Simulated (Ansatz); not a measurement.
The first iterations of a band of BFH₄O (7 atoms, charge 0, multiplicity 1).

Computed with RKS B3LYP-D4/def2-SVP (Ansatz 0.2.0).

```
movable images  : 7
climbing image  : yes
spring          : 5.0 eV/Å²
optimiser       : fire
start path      : through a guess of the saddle point
force threshold : 0.05 eV/Å
iteration limit : 60
end points      : relaxed
largest step    : 0.02 Å
```

First end point:

```xyz
7
Properties=species:S:1:pos:R:3
B -0.010 0.005 0.060
F -0.396 0.488 1.287
H 1.158 0.182 -0.229
H -0.858 0.048 -0.811
O 0.015 -1.720 0.361
H -0.873 -1.980 0.660
H 0.606 -1.877 1.117
```

Last end point:

```xyz
7
Properties=species:S:1:pos:R:3
B -0.154 -0.318 -0.569
F 0.884 -0.527 2.561
H 0.568 0.591 -0.260
H -0.660 -0.428 -1.660
O -0.396 -1.260 0.381
H -0.979 -1.981 0.109
H 0.379 -0.930 1.883
```

| iteration | highest image above the first end (eV) | largest band force component (eV/Å) |
| --- | --- | --- |
| 1 | 3.048 | 8.205 |
| 2 | 2.720 | 6.531 |
| 3 | 2.420 | 5.466 |
| 4 | 2.149 | 4.881 |
| 5 | 1.938 | 4.272 |
| 6 | 1.770 | 3.638 |
| 7 | 1.632 | 3.220 |
| 8 | 1.521 | 2.764 |
| 9 | 1.422 | 2.273 |
| 10 | 1.324 | 1.759 |
| 11 | 1.223 | 1.279 |
| 12 | 1.156 | 1.047 |
| 13 | 1.126 | 0.906 |
| 14 | 1.100 | 0.836 |
| 15 | 1.072 | 0.835 |
| 16 | 1.049 | 0.801 |
| 17 | 1.020 | 0.783 |
| 18 | 0.998 | 0.752 |
| 19 | 0.968 | 0.720 |

Does the band converge within its limit, and where does its top end?

It converged. It ended after 57 iterations with the highest image 0.868 eV above the first end. Another band between the same ends (7 images) ends at a top of the same energy, where a vibrational analysis finds 1 clearly imaginary mode. The orbitals stay closed-shell, which can raise the energy where a bond breaks towards radicals; this wasn't checked here.

The run took 6.8 min on 1 thread of Arm Neoverse V2, with other jobs on the host, peak memory 0.12 GiB.
